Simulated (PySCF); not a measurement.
```xyz
3
charge 1 multiplicity 4, angstrom
S     0.0667   -0.6374    0.0000
S    -0.0333    0.3187    1.7309
S    -0.0333    0.3187   -1.7309
```

Method: UPBE0/[S def2-TZVP], no relativity, density fitting, PySCF.

This geometry of S₃⁺ is a stationary point at this level.

Problem. What is the point group?

Solution. C2v.

Problem. Is it a minimum?

Solution. Yes: all harmonic wavenumbers are real.

Problem. List the harmonic modes with their infrared intensities.

Solution. 
```csv
symmetry,ω (cm⁻¹),IR (km/mol),type
a1,205,0.0,bend
b2,375,9.8,stretch
a1,509,0.8,stretch
```

Problem. What are the dipole moment and the gap between the highest occupied and lowest empty levels of either spin?

Solution. 0.66 D about the centre of mass and 1.69 eV.

Problem. Give the ideal-gas entropy at 298.15 K and 1 bar by parts.

Solution. translation 165.8, rotation 99.3, vibration 15.8, spin 11.5; total 292.4 J/(mol K).

In C2v the vibrations span 2a1 + b2. Here b1 is antisymmetric to the molecular plane and b2 lies in it.

Other isomers or separated fragments may lie lower. At this level a quartet minimum of C2v symmetry lies 73 kJ/mol below this structure.
